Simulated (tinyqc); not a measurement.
Inside a calculation. Method: UHF in the sto-3g basis, for CH2, spin multiplicity 3. One step of it, computed by the program tinyqc.

Problem. Iteration 17 (converged): orbitals. Diagonalise F' = X^T F X, C = X C', fill 5 alpha and 3 beta electrons from the bottom; D(s) = C_occ C_occ^T. Each column has its largest component positive (the first on a tie).

converged F(alpha) (hartree), lower triangle:
```
             1C 1s      1C 2s     1C 2px     1C 2py     1C 2pz      2H 1s      3H 1s
1C 1s   -10.992141
1C 2s    -2.975948  -1.522528
1C 2px    0.000000   0.000000  -0.351764
1C 2py    0.000015  -0.000158   0.000000  -0.146412
1C 2pz   -0.003417   0.067702   0.000000   0.000067  -0.237680
2H 1s    -0.310984  -0.416522   0.000000  -0.290321  -0.182204  -0.207618
3H 1s    -0.320603  -0.425218   0.000000   0.294282  -0.183730  -0.054243  -0.218916
```

converged F(beta) (hartree), lower triangle:
```
             1C 1s      1C 2s    1C 2px     1C 2py     1C 2pz      2H 1s      3H 1s
1C 1s   -10.934417
1C 2s    -2.923520  -1.116217
1C 2px    0.000000   0.000000  0.394184
1C 2py   -0.000004   0.003799  0.000000   0.045024
1C 2pz   -0.003335  -0.161911  0.000000   0.001243   0.324185
2H 1s    -0.302548  -0.400467  0.000000  -0.277956  -0.129892  -0.254022
3H 1s    -0.311942  -0.408268  0.000000   0.280342  -0.131384  -0.039077  -0.253344
```

X, lower triangle:
```
            1C 1s      1C 2s    1C 2px     1C 2py     1C 2pz      2H 1s     3H 1s
1C 1s    1.025648
1C 2s   -0.139206   1.103481
1C 2px   0.000000   0.000000  1.000000
1C 2py   0.000165  -0.001563  0.000000   1.069347
1C 2pz  -0.005089   0.040544  0.000000  -0.000721   1.020745
2H 1s    0.017888  -0.167784  0.000000  -0.159864  -0.086423   1.081655
3H 1s    0.018218  -0.172137  0.000000   0.163260  -0.088290  -0.010042  1.085135
```

Give: F' = X^T F X; orbital energies; coefficients C; F' = X^T F X; orbital energies; coefficients C; D(alpha) after iteration 17; D(beta) after iteration 17.

Solution.

F' = X^T F X (alpha) (hartree), lower triangle:
```
         1       2       3       4       5       6       7
1  -10.762
2   -1.547  -0.871
3    0.000   0.000  -0.352
4    0.001  -0.003   0.000   0.026
5   -0.032   0.160   0.000  -0.002  -0.177
6    0.003  -0.258   0.000  -0.301  -0.189  -0.001
7    0.001  -0.264   0.000   0.306  -0.191  -0.012  -0.005
```

orbital energies (alpha) (hartree): MO1 -10.999, MO2 -0.806, MO3 -0.412, MO4 -0.363, MO5 -0.352, MO6 0.343, MO7 0.447

coefficients C (alpha):
```
           MO1     MO2     MO3     MO4    MO5     MO6     MO7
1C 1s    0.993  -0.259  -0.003   0.051  0.000   0.128   0.005
1C 2s    0.028   0.918   0.017  -0.257  0.000  -0.621  -0.026
1C 2px   0.000   0.000   0.000   0.000  1.000   0.000   0.000
1C 2py   0.000   0.000   0.585   0.023  0.000  -0.024   0.923
1C 2pz   0.001  -0.080  -0.027   0.803  0.000  -0.637  -0.022
2H 1s   -0.004   0.150   0.425   0.344  0.000   0.714  -0.633
3H 1s   -0.004   0.155  -0.453   0.313  0.000   0.673   0.680
```

F' = X^T F X (beta) (hartree), lower triangle:
```
         1       2      3       4       5       6       7
1  -10.708
2   -1.556  -0.426
3    0.000   0.000  0.394
4    0.000   0.001  0.000   0.233
5   -0.002  -0.080  0.000   0.000   0.371
6    0.007  -0.283  0.000  -0.309  -0.140  -0.061
7    0.006  -0.289  0.000   0.313  -0.142   0.000  -0.053
```

orbital energies (beta) (hartree): MO1 -10.939, MO2 -0.572, MO3 -0.375, MO4 0.227, MO5 0.394, MO6 0.463, MO7 0.551

coefficients C (beta):
```
           MO1     MO2     MO3     MO4    MO5     MO6     MO7
1C 1s    0.994  -0.199  -0.001  -0.198  0.000  -0.068   0.004
1C 2s    0.023   0.668   0.003   0.852  0.000   0.352  -0.023
1C 2px   0.000   0.000   0.000   0.000  1.000   0.000   0.000
1C 2py   0.000  -0.006   0.441   0.009  0.000   0.036   1.000
1C 2pz   0.002   0.153   0.001  -0.375  0.000   0.946  -0.032
2H 1s   -0.004   0.347   0.539  -0.525  0.000  -0.482  -0.559
3H 1s   -0.004   0.353  -0.524  -0.523  0.000  -0.447   0.608
```

D(alpha) after iteration 17, lower triangle:
```
         1C 1s   1C 2s  1C 2px  1C 2py  1C 2pz   2H 1s  3H 1s
1C 1s    1.056
1C 2s   -0.223   0.910
1C 2px   0.000   0.000   1.000
1C 2py  -0.001   0.004   0.000   0.342
1C 2pz   0.063  -0.280   0.000   0.003   0.652
2H 1s   -0.027   0.057   0.000   0.257   0.253   0.322
3H 1s   -0.027   0.054   0.000  -0.257   0.252  -0.061  0.327
```

D(beta) after iteration 17, lower triangle:
```
         1C 1s   1C 2s  1C 2px  1C 2py  1C 2pz   2H 1s  3H 1s
1C 1s    1.028
1C 2s   -0.110   0.447
1C 2px   0.000   0.000   0.000
1C 2py   0.001  -0.002   0.000   0.195
1C 2pz  -0.029   0.102   0.000   0.000   0.023
2H 1s   -0.073   0.233   0.000   0.236   0.054   0.411
3H 1s   -0.074   0.235   0.000  -0.233   0.054  -0.160  0.400
```
